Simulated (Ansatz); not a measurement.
Worked example: AsH₃⁺, doublet against AsH₃, singlet

Geometry (PBE0/def2-TZVP stationary point of a singlet), kept for both states:

```xyz
4

As    0.0002    0.0000   -0.0329
H     1.2593    0.0140    0.8215
H    -0.6489    1.0868    0.8116
H    -0.6239   -1.1021    0.8106
```

Basis cc-pVTZ; Ansatz 0.2.0. Only valence electrons are correlated (noble-gas cores and the filled d shells of p-block atoms frozen). R marks a restricted (for open shells ROHF) determinant, U an unrestricted one. No spin–orbit coupling is included, and no scalar relativity.

Full CI isn't at hand for all of this; UCCSDT(Q) serves as the reference, and is uncertain by the last step of the cluster series or more.

| level | E(AsH3, singlet) (hartree) | E(AsH3⁺, doublet) (hartree) |
| --- | --- | --- |
| UHF | -2235.973387 | -2235.627393 |
| UMP2 | -2236.130178 | -2235.752351 |
| UCCSD(T) | -2236.163043 | -2235.782644 |
| PBE | -2237.358142 | -2236.976145 |
| wB97M-V | -2237.563151 | -2237.181021 |
| UCCSDT(Q) | -2236.164010 | -2235.783576 |

Give the vertical gap, AsH3⁺ doublet less AsH3 singlet, at each level in eV (1 hartree = 27.2114 eV), and each error against UCCSDT(Q).

UCCSDT(Q): (-2235.783576 − (-2236.164010)) × 27.2114 = 10.352 eV (the reference)
wB97M-V: (-2237.181021 − (-2237.563151)) × 27.2114 = 10.398 eV, error 0.046 eV
PBE: (-2236.976145 − (-2237.358142)) × 27.2114 = 10.395 eV, error 0.043 eV
UCCSD(T): (-2235.782644 − (-2236.163043)) × 27.2114 = 10.351 eV, error -0.001 eV
UMP2: (-2235.752351 − (-2236.130178)) × 27.2114 = 10.281 eV, error -0.071 eV
UHF: (-2235.627393 − (-2235.973387)) × 27.2114 = 9.415 eV, error -0.937 eV

Total energies of functionals can't be set beside those of wave-function methods, since they hold the core's correlation and their own absolute errors; only the differences compare.

The reference still carries a basis error, for a change of charge of the order of 0.1 eV, so smaller errors of functionals can't be ranked.

Each level lands on the state that its own search finds. T1 diagnostics of restricted CCSD: 0.012 and 0.017.
